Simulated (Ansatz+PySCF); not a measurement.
The numbers below are computed, except where a source is named.
Input for PySCF 2.14.0:

```python
from pyscf import gto, scf, cc

mol = gto.M(atom="""
H 0.000000 0.000000 0.000000
Cl 0.509900 0.679870 1.471970
""", basis='6-31g', charge=0, spin=2)
mf = scf.UHF(mol)
mf.kernel()
mycc = cc.CCSD(mf, frozen=5).run()
et = mycc.ccsd_t()
print(mf.e_tot, mycc.e_corr, et, mycc.e_tot + et)
```

The script is written out from the run's settings.

The run gave:

```
Converged                       : yes
Reference energy                : -459.88576 hartree
CCSD correlation energy         : -0.03406 hartree
Triples correction              : -0.00033 hartree
Total energy                    : -459.92016 hartree
Spin squared of the determinant : 2.003
```

Caution: another spin multiplicity may lie lower.
